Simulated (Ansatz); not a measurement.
```xyz
10

N     1.2201    0.0119    0.0306
C     0.3452    1.0838   -0.0209
C    -0.9177    0.6646    0.0077
C    -0.9372   -0.6804   -0.0437
C     0.3509   -1.1269    0.0478
H     2.2273    0.0360   -0.0176
H     0.7050    2.2027    0.0277
H    -1.8086    1.3112    0.0318
H    -1.8483   -1.3300   -0.0487
H     0.7256   -2.1909   -0.0327
```

RHF-MP2 on singlet C₄H₅N was run in several spherical basis sets with Ansatz (development build ahead of 0.2.0). Frozen core: 5 orbitals.

(1) Rank the basis sets by the total energy that they give, lowest first, with the distance from the lowest.
A. cc-pVDZ
B. 6-31G(d)
C. def2-SVP

Answers

(1) A (0.00 eV), B (1.41 eV), C (4.65 eV).

Totals follow the description of the cores as much as that of the bonds, so this order isn't one of quality for chemistry.
